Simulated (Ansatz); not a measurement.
Relaxation of C2H3S (6 atoms, charge 1, multiplicity 1), to a largest force component of 0.02 eV/Å in at most 40 steps.

These are results of Ansatz 0.2.0, UKS BLYP-D4/STO-3G, not measurements.

```xyz
6
Properties=species:S:1:pos:R:3
C -0.638 0.012 -0.811
C 0.158 -0.218 0.153
S 1.148 -0.654 1.340
H -1.719 0.025 -0.700
H -0.306 0.240 -1.820
H 1.356 0.595 1.838
```

Q: Where does it end, and by what steps?

A: The forces met the threshold. Limits of this set-up: minimal basis, the dipole of an ion depends on the origin. After 6 steps the energy has fallen by 0.227 eV; H6 moved furthest, 0.08 Å.

| step | energy less start (eV) | largest force component (eV/Å) | accepted |
| --- | --- | --- | --- |
| 0 | 0.0000 | 1.912 | yes |
| 1 | -0.1323 | 0.966 | yes |
| 2 | -0.1187 | 1.353 | no |
| 3 | -0.2137 | 0.232 | yes |
| 4 | -0.1912 | 0.440 | no |
| 5 | -0.2268 | 0.023 | yes |
| 6 | -0.2268 | 0.003 | yes |

```xyz
6
Properties=species:S:1:pos:R:3
C -0.669 0.017 -0.847
C 0.155 -0.206 0.159
S 1.180 -0.678 1.371
H -1.782 0.017 -0.703
H -0.287 0.240 -1.878
H 1.403 0.609 1.898
```

Whether the end is a true minimum wasn't checked by a vibrational analysis.

Run time: 8.5 s on 1 thread of Arm Neoverse V1, with other jobs on the host, peak memory 0.11 GiB.
